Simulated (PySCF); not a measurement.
Molecule: Cyanoformaldehyde, C2HNO.

Atom-mapped SMILES (the numbers label the heavy atoms): `[N:1]#[C:2][CH:3]=[O:4]`. Hydrogens are named by the atom that carries them.

Spin–spin couplings on one PBE0-D3(BJ)/def2-SVP geometry, PySCF 2.14.0 with density-fitted response routines, gas phase, non-relativistic, equivalent pairs averaged; isotopes ¹³C, ¹H, ¹⁷O, ¹⁵N; functional B3LYP.

Question: How do the couplings (Hz) change with the basis set? Times are CPU seconds on shared hosts with different chips, so compare them loosely. Far from the basis limit: 6-31G-J, pcJ-0, 6-31G*, def2-TZVP, cc-pVTZ.

Answer: 
```
    basis set  functions  ¹J(C3,H(C3))  ¹J(C2,C3)  ¹J(C3,O4)  ¹J(N1,C2)  ²J(C2,H(C3))  ²J(N1,C3)  ²J(O4,H(C3))  core-s
      6-31G-J         52         226.3       76.6       45.9       -5.2          40.9        5.1          -3.2     4.1
        pcJ-0         55         194.9       54.3       56.2        8.5          34.5        4.6          -0.6     3.9
       6-31G*         58         209.8       83.1        9.2      -17.6          37.1        2.8          -2.6     2.5
        pcJ-1        118         216.9       80.9       30.2      -16.0          42.3        3.3          -4.7     4.6
    def2-TZVP        130         207.0       78.0       33.9      -12.1          41.0        3.6          -4.7     5.7
      cc-pVTZ        134         195.9       70.8       19.6      -44.9          37.0        3.0          -3.6     5.8
aug-cc-pVTZ-J        204         221.6       76.8       30.9      -13.9          43.7        3.5          -5.3      19
        pcJ-2        228         219.0       75.8       31.1      -14.5          43.0        3.4          -5.2      23
```

The Fermi-contact term samples the wavefunction at the nucleus, which is why sets with added tight s functions (names with J) are made for couplings.
